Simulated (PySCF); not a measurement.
**Mass spectrum arithmetic for `ClC(Cl)(Cl)Cl`**

Species: `ClC(Cl)(Cl)Cl`.

Calculated from tabulated atomic weights, isotope masses and abundances; no fragmentation.

Task: What are the average molar mass and the monoisotopic mass?

Result: For CCl4, with standard atomic weights, 4 × 35.450 + 1 × 12.011 = 153.811 g/mol. From the most abundant isotopes (35Cl, 12C), 4 × 34.968853 + 1 × 12.000000 = 151.8754 u.

Task: Give the isotope pattern of the molecular ion M+•, merging species of the same nominal mass.

Result: 
| nominal mass | m/z (centroid) | relative intensity |
| --- | --- | --- |
| 152 | 151.8749 | 78.2 |
| 153 | 152.8782 | 0.8 |
| 154 | 153.8719 | 100.0 |
| 155 | 154.8753 | 1.1 |
| 156 | 155.8690 | 47.9 |
| 157 | 156.8723 | 0.5 |
| 158 | 157.8660 | 10.2 |
| 159 | 158.8694 | 0.1 |
| 160 | 159.8631 | 0.8 |

Lines under 0.1 % of the tallest are left out. One electron mass, 0.00055 u, is taken off.

Task: What share of all molecules is the monoisotopic species?

Result: 0.7578^4 × 0.9893 = 32.62 %.

Task: Which m/z would the protonated and sodiated molecule have?

Result: [M+H]+ 152.8827, [M+Na]+ 174.8646, for the monoisotopic species (arithmetic only; whether such ions form is another matter).

Task: Double-bond equivalents and nitrogen rule?

Result: (2 × 1 + 2 + 0 − 4)/2 = 0; the structure has 0 rings and 0 π bonds. The nominal mass 152 is even, with 0 nitrogens, as the rule says.

Task: Give the mass fraction of each element.

Result: Cl 92.19 %, C 7.81 %.
